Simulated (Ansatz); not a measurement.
# C₂H₃Cl₃: how energies converge with the basis set

The task here is to estimate one member of a computed series from the others.

Computed with Ansatz 0.2.0, Gaussian basis. Level: one geometry, several basis sets.

Plan: PBE0-D4/def2-SVP; ωB97M-V/def2-SVP; PBE0-D4/def2-QZVPP; ωB97M-V/def2-QZVPP; the functionals' def2-TZVPP values are taken from earlier runs.

## The relaxed structure

All runs share one geometry, relaxed beforehand with PBE0-D4 in a triple-zeta def2 set.

SMILES `ClCC(Cl)Cl`, 8 atoms, charge 0, spin multiplicity 1.

Atoms are counted from 1 here; the program's logs count them from 0.

Bond lengths: Cl1–C2 1.772 Å, C2–C3 1.510 Å, C2–H6 1.089 Å, C2–H7 1.089 Å, C3–Cl4 1.765 Å, C3–Cl5 1.776 Å, C3–H8 1.087 Å. Angles: Cl1–C2–C3 111.2°, Cl1–C2–H6 107.7°, Cl1–C2–H7 108.5°, C3–C2–H6 109.1°, C3–C2–H7 110.4°, H6–C2–H7 109.9°, C2–C3–Cl4 111.9°, C2–C3–Cl5 108.0°, C2–C3–H8 111.7°, Cl4–C3–Cl5 110.9°, Cl4–C3–H8 107.2°, Cl5–C3–H8 107.1°.

The first run:

The input, in.yaml:

```yaml
crystal:
  periodic: [false, false, false]
  atoms:
    - {symbol: Cl, position_ang: [-1.676151, -1.046986, 0.874770]}
    - {symbol: C, position_ang: [-0.760203, 0.199803, 0.011567]}
    - {symbol: C, position_ang: [0.694440, -0.183744, -0.121577]}
    - {symbol: Cl, position_ang: [1.509780, -0.230195, 1.442576]}
    - {symbol: Cl, position_ang: [1.472642, 0.987944, -1.205528]}
    - {symbol: H, position_ang: [-1.194325, 0.300026, -0.982129]}
    - {symbol: H, position_ang: [-0.857602, 1.138680, 0.554106]}
    - {symbol: H, position_ang: [0.811409, -1.165528, -0.573786]}
basis:
  gaussian: {orbitals: def2-SVP}
hamiltonian: {xc: pbe0, dispersion: d4}
output: {orbitals: {seedname: orbitals}}
```

Run with:

```sh
> ansatz run in.yaml --threads 4 --pin off --events-out ev --progress --plain --max-ram 10444MiB
```

Among the steps run: PBE0-D4 in def2-SVP; ωB97M-V in def2-SVP; PBE0-D4 in def2-QZVPP; ωB97M-V in def2-QZVPP.

One table of the session follows, with a row left open; its other results are not shown here.

It belongs to the step «Functionals by basis». 

| functional | basis | HOMO (eV) | LUMO (eV) |
| --- | --- | --- | --- |
| PBE0-D4 | def2-SVP | -8.57 | 0.37 |
| PBE0-D4 | def2-TZVPP | ? | ? |
| PBE0-D4 | def2-QZVPP | -8.79 | -0.40 |
| ωB97M-V | def2-SVP | -10.79 | 2.72 |
| ωB97M-V | def2-TZVPP | -11.02 | 2.03 |
| ωB97M-V | def2-QZVPP | -11.08 | 1.60 |

Estimate the missing values for PBE0-D4, def2-TZVPP.

As computed: HOMO (eV): -8.75; LUMO (eV): -0.18. In the column «HOMO (eV)» it lies between PBE0-D4, def2-QZVPP (-8.79) and PBE0-D4, def2-SVP (-8.57).
